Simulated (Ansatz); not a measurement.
1T (CdI2-type) CdI2, treated with LDA (Ansatz, a first-principles code, plane waves, PAW).

Run with plane-wave cutoff 520 eV, 12×12×6 k mesh (along the axes of the cell as run), perturbation theory, scalar-relativistic PAW data made under PBE.

Computed at the level's own relaxed cell.

```cif
data_CdI2
_chemical_formula_sum 'Cd1 I2'
_space_group_name_H-M_alt 'P 1'
_space_group_IT_number 1
_cell_length_a 4.16361
_cell_length_b 4.16361
_cell_length_c 6.65963
_cell_angle_alpha 90.000
_cell_angle_beta 90.000
_cell_angle_gamma 120.000
loop_
_space_group_symop_operation_xyz
  'x, y, z'
loop_
_atom_site_label
_atom_site_type_symbol
_atom_site_fract_x
_atom_site_fract_y
_atom_site_fract_z
_atom_site_occupancy
Cd1 Cd 0.00000 0.00000 0.00000 1
I1 I 0.33333 0.66667 0.25396 1
I2 I 0.66667 0.33333 0.74604 1
```

Harmonic phonon frequencies (cm⁻¹; i marks an imaginary mode; at Γ without the LO shift):

```json
[
 {"q point": "Γ", "frequencies": "0 0 0 61 61 90 90 113 136"},
 {"q point": "M", "frequencies": "40 44 55 71 81 105 108 114 138"},
 {"q point": "K", "frequencies": "35 62 62 84 84 104 104 122 122"},
 {"q point": "A", "frequencies": "18 18 33 54 54 93 93 108 150"},
 {"q point": "L", "frequencies": "37 42 64 70 79 102 110 114 136"},
 {"q point": "H", "frequencies": "38 60 60 78 78 101 108 126 126"}
]
```

No imaginary mode appears at these points.
